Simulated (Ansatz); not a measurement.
Reaction (SMILES): C#CC → C1=CC1
B3LYP-D3(BJ)/def2-TZVP geometries, fixed; electronic energies without zero-point terms.

Core correlation in the isomerisation energy at CCSD(T) with Ansatz (a program for electronic structure), in kcal/mol: frozen core against all electrons. Core-valence sets carry the plain set on hydrogen. Costs are rough ratios of core time on shared machines of one kind.

```
basis      functions, most  frozen core
---------  ---------------  -----------
cc-pVDZ                 62        22.78
cc-pCVDZ                74        22.95
cc-pVTZ                146        23.47
cc-pCVTZ               185        23.67
cc-pwCVTZ              185        23.71
cc-pVQZ                285        23.46
```

How large is the core term in each set?

The largest core-valence set, cc-pwCVTZ, gives a core term of 0.08 kcal/mol; the valence set cc-pVQZ, which lacks functions for the core, gives 0.24. By row: cc-pVDZ 0.06, cc-pCVDZ 0.01, cc-pVTZ -0.37, cc-pCVTZ 0.06, cc-pwCVTZ 0.08, cc-pVQZ 0.24.
